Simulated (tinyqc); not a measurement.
Inside a calculation (part 1 of 2). Method: UKS/PBE0 in the sto-3g basis, for LiH+, spin multiplicity 2. Computed by tinyqc, a small Python program that keeps every step (integrals from PySCF). Settings: charge = 1, multiplicity = 2, basis = sto-3g, energy threshold = 1e-10, iteration cap = 60, orthogonalisation = symmetric, start = core, DIIS depth = 3, method = UKS, functional = pbe0, grid = [10, 86]. Command: `OMP_NUM_THREADS=1 python tinyqc.py 22133 22134 out.jsonl` (the two numbers bound the seeds that draw the settings). One thread of a shared host (Intel(R) Xeon(R) Processor @ 2.60GHz), about 2 s of CPU time with the checks. Later iterations appear only in the table of the cycle.

## One-electron integrals

Geometry (angstrom):
```
atom         x         y         z
Li    0.000000  0.000000  0.000000
H     0.000000  0.000000  2.196000
```

Basis sto-3g: exponents (1/bohr^2) and contraction coefficients of normalised primitives:
```
element  l (shell)   exponent  coefficient
Li           s (1)  16.119575     0.154329
Li           s (1)   2.936201     0.535328
Li           s (1)   0.794651     0.444635
Li           s (2)   0.636290    -0.099967
Li           s (2)   0.147860     0.399513
Li           s (2)   0.048089     0.700115
Li           p (3)   0.636290     0.155916
Li           p (3)   0.147860     0.607684
Li           p (3)   0.048089     0.391957
H            s (1)   3.425251     0.154329
H            s (1)   0.623914     0.535328
H            s (1)   0.168855     0.444635
```

Overlap, kinetic and nuclear-attraction integrals over the contracted functions; the nuclear repulsion is the sum of Za Zb / Rab.

nuclear repulsion = 0.72291969 hartree

overlap S, order 1Li 1s, 1Li 2s, 1Li 2px, 1Li 2py, 1Li 2pz, 2H 1s:
```
[[1.000000, 0.241137, 0.000000, 0.000000, 0.000000, 0.017514],
 [0.241137, 1.000000, 0.000000, 0.000000, 0.000000, 0.255864],
 [0.000000, 0.000000, 1.000000, 0.000000, 0.000000, 0.000000],
 [0.000000, 0.000000, 0.000000, 1.000000, 0.000000, 0.000000],
 [0.000000, 0.000000, 0.000000, 0.000000, 1.000000, 0.371677],
 [0.017514, 0.255864, 0.000000, 0.000000, 0.371677, 1.000000]]
```

kinetic energy T (hartree), order 1Li 1s, 1Li 2s, 1Li 2px, 1Li 2py, 1Li 2pz, 2H 1s:
```
[[3.576786, -0.020237, 0.000000, 0.000000, 0.000000, -0.007026],
 [-0.020237, 0.102163, 0.000000, 0.000000, 0.000000, 0.011877],
 [0.000000, 0.000000, 0.319682, 0.000000, 0.000000, 0.000000],
 [0.000000, 0.000000, 0.000000, 0.319682, 0.000000, 0.000000],
 [0.000000, 0.000000, 0.000000, 0.000000, 0.319682, 0.051238],
 [-0.007026, 0.011877, 0.000000, 0.000000, 0.051238, 0.760032]]
```

nuclear attraction V (hartree), order 1Li 1s, 1Li 2s, 1Li 2px, 1Li 2py, 1Li 2pz, 2H 1s:
```
[[-8.223855, -1.022451, 0.000000, 0.000000, -0.008550, -0.070927],
 [-1.022451, -1.438711, 0.000000, 0.000000, -0.088071, -0.400881],
 [0.000000, 0.000000, -1.406893, 0.000000, 0.000000, 0.000000],
 [0.000000, 0.000000, 0.000000, -1.406893, 0.000000, 0.000000],
 [-0.008550, -0.088071, 0.000000, 0.000000, -1.473432, -0.588550],
 [-0.070927, -0.400881, 0.000000, 0.000000, -0.588550, -1.949441]]
```

core Hamiltonian H = T + V (hartree), order 1Li 1s, 1Li 2s, 1Li 2px, 1Li 2py, 1Li 2pz, 2H 1s:
```
[[-4.647068, -1.042688, 0.000000, 0.000000, -0.008550, -0.077953],
 [-1.042688, -1.336548, 0.000000, 0.000000, -0.088071, -0.389004],
 [0.000000, 0.000000, -1.087211, 0.000000, 0.000000, 0.000000],
 [0.000000, 0.000000, 0.000000, -1.087211, 0.000000, 0.000000],
 [-0.008550, -0.088071, 0.000000, 0.000000, -1.153750, -0.537313],
 [-0.077953, -0.389004, 0.000000, 0.000000, -0.537313, -1.189409]]
```

## Two-electron integrals

Functions are numbered as in S; the eight-fold symmetry (ij|kl) = (ji|kl) = (kl|ij) leaves the list below.

Two-electron integrals (ij|kl) in chemists' order, unique and non-zero (hartree):
```
(11|11) 1.680395   (21|11) 0.265420   (21|21) 0.049941   (22|11) 0.397727
(22|21) 0.092860   (22|22) 0.290562   (31|31) 0.008981   (32|31) 0.013788
(32|32) 0.064184   (33|11) 0.396640   (33|21) 0.092880   (33|22) 0.290497
(33|33) 0.312946   (41|41) 0.008981   (42|41) 0.013788   (42|42) 0.064184
(43|43) 0.016869   (44|11) 0.396640   (44|21) 0.092880   (44|22) 0.290497
(44|33) 0.279207   (44|44) 0.312946   (51|51) 0.008981   (52|51) 0.013788
(52|52) 0.064184   (53|53) 0.016869   (54|54) 0.016869   (55|11) 0.396640
(55|21) 0.092880   (55|22) 0.290497   (55|33) 0.279207   (55|44) 0.279207
(55|55) 0.312946   (61|11) 0.018273   (61|21) 0.003481   (61|22) 0.006679
(61|33) 0.006597   (61|44) 0.006597   (61|51) 0.000461   (61|52) 0.000901
(61|55) 0.006848   (61|61) 0.000271   (62|11) 0.076861   (62|21) 0.018324
(62|22) 0.065393   (62|33) 0.061564   (62|44) 0.061564   (62|51) 0.002809
(62|52) 0.020660   (62|55) 0.072994   (62|61) 0.001563   (62|62) 0.029688
(63|31) 0.001057   (63|32) 0.005820   (63|53) 0.002729   (63|63) 0.001527
(64|41) 0.001057   (64|42) 0.005820   (64|54) 0.002729   (64|64) 0.001527
(65|11) 0.106071   (65|21) 0.025436   (65|22) 0.093098   (65|33) 0.086707
(65|44) 0.086707   (65|51) 0.004315   (65|52) 0.031932   (65|55) 0.105796
(65|61) 0.002214   (65|62) 0.045217   (65|65) 0.069263   (66|11) 0.240918
(66|21) 0.058068   (66|22) 0.228265   (66|33) 0.209271   (66|44) 0.209271
(66|51) 0.008496   (66|52) 0.082136   (66|55) 0.266128   (66|61) 0.004986
(66|62) 0.136987   (66|65) 0.214043   (66|66) 0.774606
```

## Orthogonalisation

S = U s U^T; symmetric (Loewdin) form X = U s^(-1/2) U^T, so that X^T S X = 1.

eigenvalues of S: [0.529739, 0.805924, 1.000000, 1.000000, 1.182761, 1.481576]

X, order 1Li 1s, 1Li 2s, 1Li 2px, 1Li 2py, 1Li 2pz, 2H 1s:
```
[[1.023423, -0.129421, 0.000000, 0.000000, -0.005979, 0.018059],
 [-0.129421, 1.053584, 0.000000, 0.000000, 0.043403, -0.151431],
 [0.000000, 0.000000, 1.000000, 0.000000, 0.000000, 0.000000],
 [0.000000, 0.000000, 0.000000, 1.000000, 0.000000, 0.000000],
 [-0.005979, 0.043403, 0.000000, 0.000000, 1.061157, -0.214340],
 [0.018059, -0.151431, 0.000000, 0.000000, -0.214340, 1.090754]]
```

## Starting guess

The start is the orbitals of the core Hamiltonian; D(s) = C_occ C_occ^T for each spin.

D(alpha) at the start, order 1Li 1s, 1Li 2s, 1Li 2px, 1Li 2py, 1Li 2pz, 2H 1s:
```
[[1.026451, -0.089438, 0.000000, 0.000000, -0.059924, -0.052020],
 [-0.089438, 0.274845, 0.000000, 0.000000, 0.256245, 0.241459],
 [0.000000, 0.000000, 0.000000, 0.000000, 0.000000, 0.000000],
 [0.000000, 0.000000, 0.000000, 0.000000, 0.000000, 0.000000],
 [-0.059924, 0.256245, 0.000000, 0.000000, 0.239455, 0.225743],
 [-0.052020, 0.241459, 0.000000, 0.000000, 0.225743, 0.212836]]
```

D(beta) at the start, order 1Li 1s, 1Li 2s, 1Li 2px, 1Li 2py, 1Li 2pz, 2H 1s:
```
[[1.011334, -0.025052, 0.000000, 0.000000, 0.000242, 0.004700],
 [-0.025052, 0.000621, 0.000000, 0.000000, -0.000006, -0.000116],
 [0.000000, 0.000000, 0.000000, 0.000000, 0.000000, 0.000000],
 [0.000000, 0.000000, 0.000000, 0.000000, 0.000000, 0.000000],
 [0.000242, -0.000006, 0.000000, 0.000000, 0.000000, 0.000001],
 [0.004700, -0.000116, 0.000000, 0.000000, 0.000001, 0.000022]]
```

## Iteration 1: exchange-correlation on the grid

Becke grid with 10 radial and 86 angular points per atom, points of zero weight dropped. rho = sum D_ij phi_i phi_j; V_xc,ij = sum w v_xc phi_i phi_j plus the gradient terms; v_xc is d(rho eps)/d rho(s) for spin s at fixed gradient. Exact exchange is left to K.

The 16 grid points with the largest w rho, of 1715 (bohr, atomic units):
```
x                  y          z         w  rho(alpha)  rho(beta)     eps_xc  v_xc(alpha)
0.000000    0.000000   2.381389  0.882206    0.016942   2.98e-06  -0.200971    -0.264561
0.375600    0.375600  -0.375600  0.032958    0.195022   0.192805  -0.507219    -0.539427
0.375600   -0.375600  -0.375600  0.032958    0.195022   0.192805  -0.507219    -0.539427
-0.375600  -0.375600  -0.375600  0.032958    0.195022   0.192805  -0.507219    -0.539427
-0.375600   0.375600  -0.375600  0.032958    0.195022   0.192805  -0.507219    -0.539427
0.451717    0.122997  -0.451717  0.032772    0.195720   0.192801  -0.507318    -0.540063
0.451717   -0.122997  -0.451717  0.032772    0.195720   0.192801  -0.507318    -0.540063
-0.451717  -0.122997  -0.451717  0.032772    0.195720   0.192801  -0.507318    -0.540063
0.122997   -0.451717  -0.451717  0.032772    0.195720   0.192801  -0.507318    -0.540063
-0.122997  -0.451717  -0.451717  0.032772    0.195720   0.192801  -0.507318    -0.540063
-0.122997   0.451717  -0.451717  0.032772    0.195720   0.192801  -0.507318    -0.540063
0.122997    0.451717  -0.451717  0.032772    0.195720   0.192801  -0.507318    -0.540063
-0.451717   0.122997  -0.451717  0.032772    0.195720   0.192801  -0.507318    -0.540063
-0.375600   0.375600   0.375600  0.032958    0.193360   0.192853  -0.506152    -0.538277
0.375600    0.375600   0.375600  0.032958    0.193360   0.192853  -0.506152    -0.538277
0.375600   -0.375600   0.375600  0.032958    0.193360   0.192853  -0.506152    -0.538277
```

electrons on the grid, sum of w rho = 3.034528

E_xc = sum of w rho eps_xc = -1.48579875 hartree

V_xc(alpha) (hartree), order 1Li 1s, 1Li 2s, 1Li 2px, 1Li 2py, 1Li 2pz, 2H 1s:
```
[[-0.843266, -0.107470, 0.000000, 0.000000, -0.002702, -0.007655],
 [-0.107470, -0.123790, 0.000000, 0.000000, -0.043091, -0.053991],
 [0.000000, 0.000000, -0.114693, 0.000000, 0.000000, 0.000000],
 [0.000000, 0.000000, 0.000000, -0.114693, 0.000000, 0.000000],
 [-0.002702, -0.043091, 0.000000, 0.000000, -0.138347, -0.081760],
 [-0.007655, -0.053991, 0.000000, 0.000000, -0.081760, -0.283158]]
```

V_xc(beta) (hartree), order 1Li 1s, 1Li 2s, 1Li 2px, 1Li 2py, 1Li 2pz, 2H 1s:
```
[[-0.839522, -0.104962, 0.000000, 0.000000, -0.000895, -0.007147],
 [-0.104962, -0.045299, 0.000000, 0.000000, 0.014055, 0.053943],
 [0.000000, 0.000000, -0.054074, 0.000000, 0.000000, 0.000000],
 [0.000000, 0.000000, 0.000000, -0.054074, 0.000000, 0.000000],
 [-0.000895, 0.014055, 0.000000, 0.000000, -0.026897, 0.095322],
 [-0.007147, 0.053943, 0.000000, 0.000000, 0.095322, 0.366227]]
```

## Iteration 1: building the Kohn-Sham matrix

J_ij = sum D_kl (ij|kl) with D = D(alpha) + D(beta), K_ij = sum D_kl (ik|jl) for each spin; F = H + J - 0.25 K(s) + V_xc; E = tr D H + tr D J / 2 - 0.125 sum_s tr D(s) K(s) + E_xc + E_nn.

Coulomb J (hartree), order 1Li 1s, 1Li 2s, 1Li 2px, 1Li 2py, 1Li 2pz, 2H 1s:
```
[[3.702586, 0.609614, 0.000000, 0.000000, 0.011063, 0.043116],
 [0.609614, 1.060372, 0.000000, 0.000000, 0.073034, 0.261931],
 [0.000000, 0.000000, 1.046662, 0.000000, 0.000000, 0.000000],
 [0.000000, 0.000000, 0.000000, 1.046662, 0.000000, 0.000000],
 [0.011063, 0.073034, 0.000000, 0.000000, 1.080955, 0.375602],
 [0.043116, 0.261931, 0.000000, 0.000000, 0.375602, 0.972495]]
```

exchange K(alpha) (hartree), order 1Li 1s, 1Li 2s, 1Li 2px, 1Li 2py, 1Li 2pz, 2H 1s:
```
[[1.693288, 0.264254, 0.000000, 0.000000, 0.006835, 0.023825],
 [0.264254, 0.175200, 0.000000, 0.000000, 0.143802, 0.171616],
 [0.000000, 0.000000, 0.032690, 0.000000, 0.000000, 0.000000],
 [0.000000, 0.000000, 0.000000, 0.032690, 0.000000, 0.000000],
 [0.006835, 0.143802, 0.000000, 0.000000, 0.176808, 0.208833],
 [0.023825, 0.171616, 0.000000, 0.000000, 0.208833, 0.374788]]
```

exchange K(beta) (hartree), order 1Li 1s, 1Li 2s, 1Li 2px, 1Li 2py, 1Li 2pz, 2H 1s:
```
[[1.686343, 0.257646, 0.000000, 0.000000, 0.000595, 0.017631],
 [0.257646, 0.046193, 0.000000, 0.000000, 0.000144, 0.003194],
 [0.000000, 0.000000, 0.008441, 0.000000, 0.000000, 0.000000],
 [0.000000, 0.000000, 0.000000, 0.008441, 0.000000, 0.000000],
 [0.000595, 0.000144, 0.000000, 0.000000, 0.008467, 0.000429],
 [0.017631, 0.003194, 0.000000, 0.000000, 0.000429, 0.000247]]
```

F(alpha) (hartree), order 1Li 1s, 1Li 2s, 1Li 2px, 1Li 2py, 1Li 2pz, 2H 1s:
```
[[-2.211070, -0.606608, 0.000000, 0.000000, -0.001898, -0.048449],
 [-0.606608, -0.443766, 0.000000, 0.000000, -0.094078, -0.223968],
 [0.000000, 0.000000, -0.163415, 0.000000, 0.000000, 0.000000],
 [0.000000, 0.000000, 0.000000, -0.163415, 0.000000, 0.000000],
 [-0.001898, -0.094078, 0.000000, 0.000000, -0.255345, -0.295679],
 [-0.048449, -0.223968, 0.000000, 0.000000, -0.295679, -0.593769]]
```

F(beta) (hartree), order 1Li 1s, 1Li 2s, 1Li 2px, 1Li 2py, 1Li 2pz, 2H 1s:
```
[[-2.205589, -0.602448, 0.000000, 0.000000, 0.001468, -0.046392],
 [-0.602448, -0.333023, 0.000000, 0.000000, -0.001018, -0.073929],
 [0.000000, 0.000000, -0.096734, 0.000000, 0.000000, 0.000000],
 [0.000000, 0.000000, 0.000000, -0.096734, 0.000000, 0.000000],
 [0.001468, -0.001018, 0.000000, 0.000000, -0.101809, -0.066496],
 [-0.046392, -0.073929, 0.000000, 0.000000, -0.066496, 0.149252]]
```

total energy of this density = -7.58800170 hartree

## Iteration 1: diagonalisation and new density

Diagonalise F' = X^T F X, C = X C', fill 2 alpha and 1 beta electrons from the bottom; D(s) = C_occ C_occ^T. Each column has its largest component positive (the first on a tie).

F' = X^T F X (alpha) (hartree):
```
[[-2.163609, -0.309674, 0.000000, 0.000000, 0.001608, 0.012768],
 [-0.309674, -0.313429, 0.000000, 0.000000, -0.049979, -0.104345],
 [0.000000, 0.000000, -0.163415, 0.000000, 0.000000, 0.000000],
 [0.000000, 0.000000, 0.000000, -0.163415, 0.000000, 0.000000],
 [0.001608, -0.049979, 0.000000, 0.000000, -0.185507, -0.158209],
 [0.012768, -0.104345, 0.000000, 0.000000, -0.158209, -0.521502]]
```

orbital energies (alpha) (hartree): [-2.214098, -0.621717, -0.225988, -0.163415, -0.163415, -0.122243]

coefficients C (alpha), order 1Li 1s, 1Li 2s, 1Li 2px, 1Li 2py, 1Li 2pz, 2H 1s:
```
[[0.989243, -0.079800, -0.281979, 0.000000, 0.000000, 0.005123],
 [0.041666, 0.207799, 1.051717, 0.000000, 0.000000, 0.024065],
 [0.000000, 0.000000, 0.000000, 0.993356, -0.115085, 0.000000],
 [0.000000, 0.000000, 0.000000, 0.115085, 0.993356, 0.000000],
 [0.004101, 0.201052, 0.054654, 0.000000, 0.000000, 1.063245],
 [-0.004238, 0.839955, -0.472462, 0.000000, 0.000000, -0.574614]]
```

F' = X^T F X (beta) (hartree):
```
[[-2.157440, -0.318114, 0.000000, 0.000000, -0.003344, 0.009468],
 [-0.318114, -0.216550, 0.000000, 0.000000, 0.016213, -0.073694],
 [0.000000, 0.000000, -0.096734, 0.000000, 0.000000, 0.000000],
 [0.000000, 0.000000, 0.000000, -0.096734, 0.000000, 0.000000],
 [-0.003344, 0.016213, 0.000000, 0.000000, -0.076786, -0.095564],
 [0.009468, -0.073694, 0.000000, 0.000000, -0.095564, 0.221443]]
```

orbital energies (beta) (hartree): [-2.208252, -0.179513, -0.104457, -0.096734, -0.096734, 0.262888]

coefficients C (beta), order 1Li 1s, 1Li 2s, 1Li 2px, 1Li 2py, 1Li 2pz, 2H 1s:
```
[[0.990207, -0.281121, 0.017083, 0.000000, 0.000000, 0.068388],
 [0.038277, 1.014846, -0.067091, 0.000000, 0.000000, -0.340183],
 [0.000000, 0.000000, 0.000000, -0.468674, 0.883371, 0.000000],
 [0.000000, 0.000000, 0.000000, 0.883371, 0.468674, 0.000000],
 [0.001155, 0.018465, 0.960167, 0.000000, 0.000000, -0.501649],
 [-0.005101, 0.049432, 0.095244, 0.000000, 0.000000, 1.116872]]
```

D(alpha) after iteration 1, order 1Li 1s, 1Li 2s, 1Li 2px, 1Li 2py, 1Li 2pz, 2H 1s:
```
[[0.984969, 0.024635, 0.000000, 0.000000, -0.011987, -0.071220],
 [0.024635, 0.044916, 0.000000, 0.000000, 0.041949, 0.174365],
 [0.000000, 0.000000, 0.000000, 0.000000, 0.000000, 0.000000],
 [0.000000, 0.000000, 0.000000, 0.000000, 0.000000, 0.000000],
 [-0.011987, 0.041949, 0.000000, 0.000000, 0.040439, 0.168857],
 [-0.071220, 0.174365, 0.000000, 0.000000, 0.168857, 0.705542]]
```

D(beta) after iteration 1, order 1Li 1s, 1Li 2s, 1Li 2px, 1Li 2py, 1Li 2pz, 2H 1s:
```
[[0.980509, 0.037902, 0.000000, 0.000000, 0.001143, -0.005051],
 [0.037902, 0.001465, 0.000000, 0.000000, 0.000044, -0.000195],
 [0.000000, 0.000000, 0.000000, 0.000000, 0.000000, 0.000000],
 [0.000000, 0.000000, 0.000000, 0.000000, 0.000000, 0.000000],
 [0.001143, 0.000044, 0.000000, 0.000000, 0.000001, -0.000006],
 [-0.005051, -0.000195, 0.000000, 0.000000, -0.000006, 0.000026]]
```

Within a degenerate level the vectors are fixed only up to a rotation; this is one choice.

## Iteration 2: exchange-correlation on the grid

As before.

The 16 grid points with the largest w rho, of 1715 (bohr, atomic units):
```
x                  y          z         w  rho(alpha)  rho(beta)     eps_xc  v_xc(alpha)
0.375600   -0.375600  -0.375600  0.032958    0.191604   0.190958  -0.504319    -0.537031
-0.375600  -0.375600  -0.375600  0.032958    0.191604   0.190958  -0.504319    -0.537031
0.375600    0.375600  -0.375600  0.032958    0.191604   0.190958  -0.504319    -0.537031
-0.375600   0.375600  -0.375600  0.032958    0.191604   0.190958  -0.504319    -0.537031
0.375600    0.375600   0.375600  0.032958    0.191113   0.191076  -0.504086    -0.536684
-0.375600   0.375600   0.375600  0.032958    0.191113   0.191076  -0.504086    -0.536684
-0.375600  -0.375600   0.375600  0.032958    0.191113   0.191076  -0.504086    -0.536684
0.375600   -0.375600   0.375600  0.032958    0.191113   0.191076  -0.504086    -0.536684
-0.451717   0.122997  -0.451717  0.032772    0.191752   0.190945  -0.504340    -0.537164
0.451717    0.122997  -0.451717  0.032772    0.191752   0.190945  -0.504340    -0.537164
-0.451717  -0.122997  -0.451717  0.032772    0.191752   0.190945  -0.504340    -0.537164
0.451717   -0.122997  -0.451717  0.032772    0.191752   0.190945  -0.504340    -0.537164
0.122997    0.451717  -0.451717  0.032772    0.191752   0.190945  -0.504340    -0.537164
-0.122997   0.451717  -0.451717  0.032772    0.191752   0.190945  -0.504340    -0.537164
-0.122997  -0.451717  -0.451717  0.032772    0.191752   0.190945  -0.504340    -0.537164
0.122997   -0.451717  -0.451717  0.032772    0.191752   0.190945  -0.504340    -0.537164
```

electrons on the grid, sum of w rho = 3.028792

E_xc = sum of w rho eps_xc = -1.53480852 hartree

V_xc(alpha) (hartree), order 1Li 1s, 1Li 2s, 1Li 2px, 1Li 2py, 1Li 2pz, 2H 1s:
```
[[-0.836838, -0.105617, 0.000000, 0.000000, -0.000689, -0.007256],
 [-0.105617, -0.101206, 0.000000, 0.000000, -0.030994, -0.056160],
 [0.000000, 0.000000, -0.091973, 0.000000, 0.000000, 0.000000],
 [0.000000, 0.000000, 0.000000, -0.091973, 0.000000, 0.000000],
 [-0.000689, -0.030994, 0.000000, 0.000000, -0.117241, -0.087499],
 [-0.007256, -0.056160, 0.000000, 0.000000, -0.087499, -0.349586]]
```

V_xc(beta) (hartree), order 1Li 1s, 1Li 2s, 1Li 2px, 1Li 2py, 1Li 2pz, 2H 1s:
```
[[-0.835643, -0.105026, 0.000000, 0.000000, -0.000358, -0.007116],
 [-0.105026, -0.061553, 0.000000, 0.000000, 0.009918, 0.058940],
 [0.000000, 0.000000, -0.067953, 0.000000, 0.000000, 0.000000],
 [0.000000, 0.000000, 0.000000, -0.067953, 0.000000, 0.000000],
 [-0.000358, 0.009918, 0.000000, 0.000000, -0.046568, 0.104700],
 [-0.007116, 0.058940, 0.000000, 0.000000, 0.104700, 0.589027]]
```
